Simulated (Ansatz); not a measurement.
Results of PBEsol in Ansatz (PAW) for rutile PbO₂.

Numerical settings: plane-wave cutoff 500 eV, 8×8×12 k mesh (along the axes of the cell as run), Fermi–Dirac smearing 0.05 eV, scalar-relativistic PAW data made under PBE.

Computed at the level's own relaxed cell.

**Question.** What does this level give for the volume per atom, lattice parameter a and lattice parameter c?

**Answer.** 
volume per atom: 14.21 Å³/atom
lattice parameter a: 5.000 Å
lattice parameter c: 3.410 Å

Measured, for comparison: lattice constant a 4.958 Å (room temperature, not corrected to a static lattice, our sources range from 4.950 to 4.958; as tabulated in Hiroi (2015), arXiv:1503.02262); lattice parameter c 3.388 Å (room temperature, not corrected to a static lattice; as tabulated in Hiroi (2015), arXiv:1503.02262). Computed (rounded) less measured: lattice constant a +0.8 % (+0.8 % to +1.0 % over the range), lattice parameter c +0.6 %.

Spin–orbit coupling is not included; it can shift volumes and moduli of such heavy elements.

Computed values are for the static lattice.

Ansatz is an electronic-structure program.
